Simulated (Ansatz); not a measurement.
System: diamond-structure Ge. Method: r²SCANh in Ansatz (PAW).

Input:

Ansatz 0.2 input:
```yaml
crystal:
  lattice:
    - [0.0, 2.7793586621, 2.7793586621]
    - [2.7793586621, 0.0, 2.7793586621]
    - [2.7793586621, 2.7793586621, 0.0]
  atoms:
    - { symbol: Ge, position: [0.0, 0.0, 0.0] }
    - { symbol: Ge, position: [0.25, 0.25, 0.25] }
basis:
  ecutwfc: 520
  ecutrho_ratio: 4
  xc_grid: 3
kpoints:
  mp_grid: { grid: [8, 8, 8] }
hamiltonian:
  xc: r2scanh
  dispersion: none
  pseudopotentials: { kind: paw }
scf:
  occupations: { method: fermi_dirac, width: 0.01 }
  convergence: { dr2_threshold: 0.0000000002 }
output:
  forces: true
  stress: true
  eigenvalues: true
```

The run printed, among other lines:

```
WARN output.stress: scf.exx.energy_threshold = 1e-6 eV is looser than the 2e-8 eV advised for a stress under a hybrid functional (1e-8 eV for each atom of the …
Crystal: 2 atoms, lattice volume = 42.940 Å³
Basis set: ecut = 520 eV, 1139 PW (Γ), exchange–correlation on 90×90×90 points (27 copies of the dense FFT grid, shifted against one another)
Bands: 18, of which v1, the nominal top of the filled ones, is band 14 counted from 1 (13 counted from 0)
Symmetry: 48 space group operations
Space group: Fd-3m (ITA 227), of the structure as read, at distance tolerance 3.5e-5 Å
k-points: 29 of 512
Functional: x = r2scan, c = r2scan; τ floored in thin density (d = 2e-4 eV/Å³), warm-up for x = 0.9 r2scan + 0.1 exact, c = r2scan; τ floored in thin density (d = 2e-4 eV/Å³)
SCF iter   1: F=—  HF=-8605.752514 eV  |F-HF|=—  |Δ(HF+E_count)|=         —  Δρ=6.42e-3  dr2=6.07e-3  dr2_τ=5.83e-3
SCF iter   2: F=—  HF=-8605.765748 eV  |F-HF|=—  |Δ(HF+E_count)|=   1.32e-2  Δρ=1.55e-3  dr2=3.91e-4  dr2_τ=1.88e-5
  ...
Crystal: 2 atoms, lattice volume = 42.940 Å³
Initial density: handed on by an earlier stage of this run
Functional: x = 0.9 r2scan + 0.1 exact, c = r2scan; τ floored in thin density (d = 2e-4 eV/Å³)
Crystal: 2 atoms, lattice volume = 42.940 Å³
SCF iter   3: F=—  HF=-8605.001042 eV  |F-HF|=—  |Δ(HF+E_count)|=   3.02e-8  Δρ=1.05e-6  dr2=2.23e-10  dr2_τ=4.47e-12
SCF iter   4: F=-8605.001042 eV  HF=-8605.001042 eV  |F-HF|=2.18e-11  |Δ(HF+E_count)|=  7.46e-11  Δρ=2.22e-7  dr2=2.48e-11  dr2_τ=7.26e-13
SCF 3 converged in 4 iterations: F = -8605.001042 eV  dr2 = 2.48e-11
Free energy (F): -8605.001042 eV
Internal energy: -8605.001042 eV  (E = F + TS)
E sigma→0 (E₀):  -8605.001042 eV
Fermi energy:    9.437041 eV
--- Forces (eV/Å), atoms counted from 1 ---
  atom   1  Ge     0.00000000     0.00000000    -0.00000000
  atom   2  Ge     0.00000000     0.00000000    -0.00000000
--- Stress (GPa, compression-positive) ---
        4.534006      -0.000000      -0.000000
        0.000000       4.534006       0.000000
       -0.000000      -0.000000       4.534006
  P = ⅓ Tr σ = 4.5340 GPa (45.340 kbar)
```

The cell is one volume of an energy–volume scan, off the minimum.

The PAW data were made under PBE.

It cost roughly 2.7 core-minutes of CPU time.

Ansatz is a program for electronic structure.
